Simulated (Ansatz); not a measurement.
Sb₂O₃ (Pccn, No. 56)

The numbers are results of LDA (Ansatz, a quantum-chemistry and plane-wave program, plane waves, PAW), not measurements.

Run with plane-wave cutoff 500 eV, 6×6×4 k mesh (along the axes of the cell as run), gaussian smearing 0.02 eV, scalar-relativistic PAW data made under PBE.

Cell (relaxed at this level):

```
CELL_PARAMETERS angstrom
      4.79781     0.00000     0.00000
      0.00000     5.33401     0.00000
      0.00000     0.00000    12.14455
ATOMIC_POSITIONS crystal
  Sb 0.53206 0.17909 0.62725
  Sb 0.03206 0.32091 0.37275
  Sb 0.46794 0.32091 0.12725
  Sb 0.96794 0.17909 0.87275
  Sb 0.46794 0.82091 0.37275
  Sb 0.96794 0.67909 0.62725
  Sb 0.53206 0.67909 0.87275
  Sb 0.03206 0.82091 0.12725
  O  0.75000 0.00274 0.75000
  O  0.25000 0.49726 0.25000
  O  0.25000 0.99726 0.25000
  O  0.75000 0.50274 0.75000
  O  0.64433 0.84820 0.55621
  O  0.14433 0.65180 0.44379
  O  0.35567 0.65180 0.05621
  O  0.85567 0.84820 0.94379
  O  0.35567 0.15180 0.44379
  O  0.85567 0.34820 0.55621
  O  0.64433 0.34820 0.94379
  O  0.14433 0.15180 0.05621
```

| Item | Value |
|---|---|
| band gap | 1.71 eV (on the SCF k mesh) |

Note: the relaxation could not lower the start's symmetry, so the cell can be a saddle point above a distorted one; the volume lies 6 % below that of the published cell.

Spin–orbit coupling is not included.
